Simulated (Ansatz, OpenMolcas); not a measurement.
C3H6O (allyl alcohol): from total energies to a heat of formation

C3H6O has 10 atoms, charge 0, and is taken as a singlet. As SMILES, `C=CCO`. Geometry: relaxed at PBE0-D4/def2-TZVP. This is one conformer, not always the lowest.

```xyz
10

C    -1.0944    0.9475    0.5662
C     0.1418    0.4971    0.4042
C     0.4752   -0.8698   -0.0928
O     1.2889   -0.8327   -1.2502
H    -1.9546    0.3202    0.3508
H    -1.2955    1.9497    0.9267
H     0.9919    1.1418    0.6174
H    -0.4479   -1.4392   -0.2676
H     1.0603   -1.4132    0.6550
H     0.8341   -0.3015   -1.9096
```

Total energies at BLYP/cc-pVDZ (OpenMolcas 26.06); the atoms run unrestricted:

| species | state | energy (Eh) |
| --- | --- | --- |
| C3H6O | singlet | -193.036494 |
| C | triplet | -37.837837 |
| O | triplet | -75.054524 |
| H | doublet | -0.496403 |

Harmonic wavenumbers at PBE0-D4/def2-TZVP, in cm⁻¹: 120, 335, 346, 449, 673, 928, 948, 970, 1037, 1087, 1154, 1229, 1310, 1352, 1408, 1453, 1494, 1724, 3012, 3083, 3147, 3161, 3238, 3853.

Measured heats of formation of the gaseous atoms at 298.15 K, in kJ/mol: C 716.9, O 249.2, H 218.0. Spin-orbit lowering of the atoms at 298 K (mean of the ground term's levels less their thermal mean, from spectra), in kJ/mol: C 0.02, O 0.40. Take 1 Eh = 2625.50 kJ/mol, 1 cm⁻¹ = 0.0119627 kJ/mol, RT = 2.479 kJ/mol.

Q: Work out the heat of formation of the gas at 298 K.

A: 
1. Electronic atomisation energy: 3 × (-37.837837) + (-75.054524) + 6 × (-0.496403) − (-193.036494) = 1.490041 Eh = 3912.1 kJ/mol.
2. Zero-point energy: half the sum of the wavenumbers, 18755.5 cm⁻¹ = 224.4 kJ/mol.
3. Thermal vibrational enthalpy, Σ hcν̃/(exp(hcν̃/kT) − 1): 5.5 kJ/mol. Translation, rotation and pV of a non-linear molecule: 4 RT = 9.9 kJ/mol.
4. The 10 free atoms carry 5/2 RT each: 62.0 kJ/mol.
5. Spin-orbit coupling lowers the free atoms by 3 × 0.02 + 0.40 = 0.5 kJ/mol.
6. Atomisation enthalpy at 298 K: 3912.1 − 0.5 − 224.4 − 5.5 − 9.9 + 62.0 = 3733.8 kJ/mol.
7. Sum of the atoms' heats of formation: 3707.9 kJ/mol. Heat of formation: 3707.9 − 3733.8 = -25.9 kJ/mol.

The tabulated value is -124.5 kJ/mol (CRC Handbook of Chemistry and Physics), so this level is off by +98.6 kJ/mol, or 2.6 % of the atomisation enthalpy. Anharmonicity and any spin-orbit splitting of the molecule are left out.
